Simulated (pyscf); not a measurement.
Homolytic dissociation enthalpies at 298 K of Ge–Ge, Ge–Sn, Si–Si bonds in 8 gas-phase molecules, in kcal/mol. Single points on ωB97X-D3(BJ)/def2-SVP structures (PySCF, gas phase). Correlated levels are frozen-core, on RHF or UHF. ΔMP2 is the change of the MP2 total energy from the triple- to the quadruple-zeta basis. Both columns use the same structures and thermal terms. Rows were drawn at random from the closed-shell molecules with such a bond whose radicals are computed, keep their shape and have no isomer in the data more than 5 kcal/mol lower.

| row | molecule | radicals | PBE/def2-TZVP | CCSD(T)/def2-TZVPP + ΔMP2(QZVPP) |
|---|---|---|---|---|
| 1 | F–GeH₂–GeH₃ | F–GeH₂• + GeH₃• | 66.2 | 72.1 |
| 2 | H₃C–SiH₂–SiH₃ | H₃C–SiH₂• + SiH₃• | 72.3 | 76.4 |
| 3 | H₃Ge–SnH₃ | GeH₃• + SnH₃• | 61.3 | 66.4 |
| 4 | H₃Si–SiH₂–Cl | SiH₃• + •H₂Si–Cl | 70.9 | ? |
| 5 | F–Si(F)(F)–SiH₃ | F–Si•(F)–F + SiH₃• | 77.2 | 82.7 |
| 6 | H₃Si–SiH₃ | SiH₃• + SiH₃• | 72.4 | 75.8 |
| 7 | Cl–GeH₂–GeH₃ | Cl–GeH₂• + GeH₃• | 65.1 | 71.4 |
| 8 | F–SiH(F)–SiH₃ | F–SiH•–F + SiH₃• | 72.8 | 78.1 |

Task: Fit a line that carries the PBE values to the last column and predict row 4.

Result: In the 7 complete rows the last column lies 3.4 to 6.3 kcal/mol from PBE (mean 5.1, median 5.3). Least squares gives y = 9.3 + 0.94·x with residuals of 0.9 kcal/mol (root mean square). For row 4: 9.3 + 0.94 × 70.9 = 75.9 kcal/mol. The computed value is 75.7 kcal/mol, 0.2 under the line. The CCSD(T) − MP2 part came from Ansatz, without density fitting, on the same reference. The frozen core leaves the outer d or s,p core shells of the metals and heavy elements correlated in the MP2 and CC values, and def2-TZVPP describes them poorly, which can shift differences by a few kcal/mol. Elements up to Kr have no core potential and no relativistic terms here. Elements past Kr carry the def2 core potentials, without spin-orbit coupling.
